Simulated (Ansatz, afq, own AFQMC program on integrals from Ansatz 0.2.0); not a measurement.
AFQMC on a folder of integrals that Ansatz 0.2.0 wrote.

```yaml
crystal:
  periodic: [false, false, false]
  atoms:
    - {symbol: Si, position_ang: [0.000000, 0.000000, 0.000000]}
    - {symbol: N, position_ang: [0.000000, 0.000000, 1.563809]}
basis:
  gaussian: {orbitals: 6-31G}
magnetization: {spin_polarized: false, initial_magnetization: 1}
correlation: {method: ccsd_t, electrons: outside_noble_gas, hamiltonian_folder: ham}
```

```sh
$ ansatz run in.yaml --threads 1 --pin off --events-out ev --progress --plain --max-ram 24576MiB --backend cuda --devices 0, --max-vram 18GiB
```

afq runs on the folder ham with

```
--method phaseless --trial hf --walkers 4000 --populations 20 --least-time 40 --time-step 0.005 --steps-per-block 20 --equilibration-blocks 112 --max-blocks 4000 --target-error 0.0009000 --factor-cut 1e-05 --start spin_pure --seed 3074 --taylor-order 6
```

Times are imaginary, in 1/Eh. The walk had a cap of 49 s. With eight or more populations the least sampling time is a fifth of least-time, and the error comes from their spread.

Log:

```
orbitals 16  electrons 5 4  factors 91 of 273
reference energy -343.18175720 Eh
CCSD correlation -0.18082551 Eh in 17 cycles, weight of the determinant in the CISD state 0.7872
energy of the start -343.181758 Eh
 block  time / (1/Eh)  mean weight  energy / Eh
     1     0.100  1.0007  -343.210152
     2     0.200  1.0010  -343.232429
     3     0.300  1.0009  -343.252788
     4     0.400  1.0010  -343.269428
     5     0.500  1.0008  -343.282452
    10     1.000  1.0002  -343.314935
    49     4.900  1.0001  -343.373307
    89     8.900  0.9998  -343.359744
   129    12.900  0.9997  -343.358416
   169    16.900  1.0000  -343.383841
   209    20.900  0.9999  -343.366661
   249    24.900  1.0000  -343.366646
   289    28.900  1.0001  -343.377243
   329    32.900  0.9995  -343.353937
   337    33.700  1.0002  -343.360286
error from the spread of 20 populations
energy -343.367064 +/- 0.001149 Eh
(rows thinned)
```

The run passed its tests (sampling time, drift between the halves within three errors, error under three times the target), which doesn't prove that it has relaxed, ending at its cap on processor time.

Against this walk (error 31.3 meV) on the same determinant: CCSD(T) 125.4 meV lower, CCSDT(Q) 196.9 meV lower, CCSDTQ 190.3 meV lower, full CI 198.3 meV lower, a separate phaseless walk with a CISD trial and standard settings 123.2 ± 31.5 meV lower. The error is statistical and leaves out the bias of the constraint. Full CI is exact here, so the walk's 198 meV above it is the walk's own error: the bias of the constraint with this trial. The determinant is a poor start (see the cautions), so the low cluster orders aren't to be relied on, and full CI is the sure value.

Cautions: constraint bias not in the error; error above the target (31.3 against 24.5 meV); a spin-contaminated unrestricted determinant lies lower (UHF 502 meV lower, ⟨S²⟩ 1.30); the search met a lower determinant of the same kind, perhaps of another symmetry (30 meV lower), and this one is a saddle point; strong correlation (T1 0.078, weight of the determinant 0.79, largest double 0.11).

The walk took 49 s on 1 × NVIDIA H100 80GB HBM3 with 2 threads of AMD EPYC 7R13 Processor (Zen 3) (shared host) (the card was shared). The log's last line is the phaseless energy.

CCSDT and higher add their correlation energy to the determinant of the CCSD(T) run, since their own runs factorise the integrals more tightly (a shift of under 2 meV). A walk keeps the symmetry of its determinant, which the program's search chose and which needn't be the lowest solution, so a lower state of the same spin and another symmetry isn't excluded.
